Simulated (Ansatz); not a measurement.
A made-up structure of AlH2SO, doublet:

```
5
angstrom
Al -1.3586 0.3565 -1.2056
O 0.3685 0.3278 -0.3985
S 1.1530 -0.3577 1.1165
H -2.7068 -0.4852 -0.3604
H 2.5439 0.1585 0.8479
```

It is relaxed with PBE-D4/def2-SVP and then PBE0-D4/def2-TZVP (Ansatz 0.2.0). Atoms count as bonded within 1.22 times the sum of their covalent radii (H–H: 0.88 Å). The end point is not checked to be a true minimum.

(1) Does its bonding change? (Judge from chemistry; the calculation decides.)

Results:

(1) The calculation gives: No: no bond forms or breaks.

Where it ends: The first stage lowers the energy by 0.81 eV in 7 steps. It ends as AlH₂SO ([AlH][O][SH]):
Al1  (-1.213, 0.319, -1.077)
O2  (0.330, 0.294, -0.357)
S3  (1.028, -0.319, 0.997)
H4  (-2.416, -0.433, -0.322)
H5  (2.271, 0.140, 0.759)
(Å)

Labels in which every atom is bracketed show which atoms are joined, not bond orders.

For scale, one of the runs: PBE0-D4/def2-TZVP relaxation, 117 basis functions, launched by `ansatz run in.yaml --threads 2 --pin off --events-out ev --progress --plain --max-ram 4352MiB`. Hardware: 2 CPU threads of an Arm Neoverse V2, shared host. Wall time about 20 s.
